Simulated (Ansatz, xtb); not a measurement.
Two structures of CH5Si2−

Structure X is a singlet given by its coordinates and structure Y is `C1[SiH-][SiH2]1`, a singlet. Both are isolated ions in the gas phase, relaxed with PBE0-D3(BJ)/def2-SVPD.

X (Å):

```xyz
8

C    -0.0125    0.2169   -1.1350
Si    0.5476   -1.5256   -0.5046
Si    1.2846    0.9163    0.1204
H     0.2110    0.3942   -2.1955
H    -1.0482    0.4959   -0.8992
H    -0.4221   -1.5910    0.7009
H     1.6424   -0.7126    0.5451
H     2.5024    0.8424   -0.8332
```

Close contacts (Å): C1–Si2 1.94, C1–Si3 1.94, Si2–Si3 2.63, C1–H4 1.10, C1–H5 1.10, Si2–H6 1.55, Si2–H7 1.72, Si3–H7 1.72, Si3–H8 1.55.

Y (Å):

```xyz
8

C     0.3895   -0.6581   -1.2624
Si   -0.8063    0.8817   -0.8063
Si    1.3420    0.4229   -0.0331
H    -1.3722    0.2064    0.4653
H     0.1123   -1.6728   -0.9460
H     0.7541   -0.6549   -2.2989
H     1.7196   -0.3196    1.2253
H     2.6392    0.9676   -0.5865
```

Question: Estimate which is lower in electronic energy at CCSD(T)/def2-SVPD + ΔMP2/def2-TZVPPD, and by roughly how much.

Answer: Not settled: CCSD(T)/def2-SVPD + ΔMP2/def2-TZVPPD gives E(Y) − E(X) = −1.16 kcal/mol, but this leans on the basis-set step: CCSD(T) alone gives −0.51 kcal/mol.

Level by level:

```tsv
level	geometry	E(Y) − E(X) (kcal/mol)	departure from the last row (kcal/mol)	job, with rough time for the two
PBE0-D3(BJ)/def2-SVPD	PBE0-D3(BJ)/def2-SVPD	−1.79	−0.62	optimisation, 30 s
HF/def2-SVPD	PBE0-D3(BJ)/def2-SVPD	−2.52	−1.36	part of the CCSD(T) run
MP2/def2-SVPD	PBE0-D3(BJ)/def2-SVPD	−1.88	−0.71	part of the CCSD(T) run
CCSD(T)/def2-SVPD	PBE0-D3(BJ)/def2-SVPD	−0.51	+0.65	single point
CCSD(T)/def2-SVPD + ΔMP2/def2-TZVPPD	PBE0-D3(BJ)/def2-SVPD	−1.16		single point, 14 s
```

The largest departure from CCSD(T)/def2-SVPD + ΔMP2/def2-TZVPPD is that of HF/def2-SVPD, 1.36 kcal/mol. Levels run at GFN2-xTB geometries aren't shown. The last row adds to CCSD(T) the change of the MP2 difference between the two basis sets, here −0.65 kcal/mol.

With harmonic frequencies from PBE0-D3(BJ)/def2-SVPD (ideal gas, rigid rotor, one conformer each, 1000 K, 1 atm): on the last row, ΔE + ΔZPE = −1.29, ΔH = −0.82, ΔG = −3.58 kcal/mol.

The correlated steps freeze 11 core orbitals. Programs: Ansatz 0.2.0; the last row on 2 threads of Arm Neoverse V2 on a shared host.
